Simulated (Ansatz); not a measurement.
# AlH6PSi: the cost of one run

Computed with Ansatz 0.2.0, Gaussian basis. Level: the settings change from run to run.

### Step 1. The geometry

An earlier PBE0-D4 in a triple-zeta def2 set relaxation fixed the geometry.

9 atoms, charge 0, spin multiplicity 1.

Atoms are counted from 1 here; the program's logs count them from 0.

Bond lengths: Al1–Si2 2.455 Å, Al1–H4 1.588 Å, Al1–H5 1.589 Å, Si2–P3 2.268 Å, Si2–H6 1.491 Å, Si2–H7 1.494 Å, P3–H8 1.421 Å, P3–H9 1.421 Å. Angles: Si2–Al1–H4 119.3°, Si2–Al1–H5 121.4°, H4–Al1–H5 119.3°, Al1–Si2–P3 109.4°, Al1–Si2–H6 113.3°, Al1–Si2–H7 109.4°, P3–Si2–H6 112.2°, P3–Si2–H7 105.2°, H6–Si2–H7 106.9°, Si2–P3–H8 95.3°, Si2–P3–H9 94.4°, H8–P3–H9 93.3°.

### Step 2. BHLYP/aug-pcseg-2

Set apart from the defaults: D3(BJ) with three-body dispersion, high accuracy.

The input, in.yaml:

```yaml
crystal:
  periodic: [false, false, false]
  atoms:
    - {symbol: Al, position_ang: [-1.345714, 0.748515, -1.285769]}
    - {symbol: Si, position_ang: [0.741543, 0.265683, -0.087312]}
    - {symbol: P, position_ang: [0.513071, -1.668660, 1.075127]}
    - {symbol: H, position_ang: [-2.001537, -0.379516, -2.191093]}
    - {symbol: H, position_ang: [-2.061820, 2.161312, -1.164895]}
    - {symbol: H, position_ang: [1.199838, 1.391127, 0.777397]}
    - {symbol: H, position_ang: [1.832151, 0.004032, -1.073975]}
    - {symbol: H, position_ang: [1.626260, -1.441371, 1.927850]}
    - {symbol: H, position_ang: [-0.415291, -1.127322, 2.005470]}
basis:
  gaussian: {orbitals: aug-pcseg-2}
hamiltonian: {xc: {name: BHLYP}, dispersion: d3bjatm}
accuracy: high
```

Started as:

```sh
> ansatz run in.yaml --threads 2 --pin off --events-out ev --progress --plain --max-ram 4352MiB
```

**Question.** How long does this run take on 2 threads of INTEL XEON PLATINUM 8581C at 2.10GHz, shared host, and how much memory does it need?

About 28 s, with a peak of 2.5 GiB.
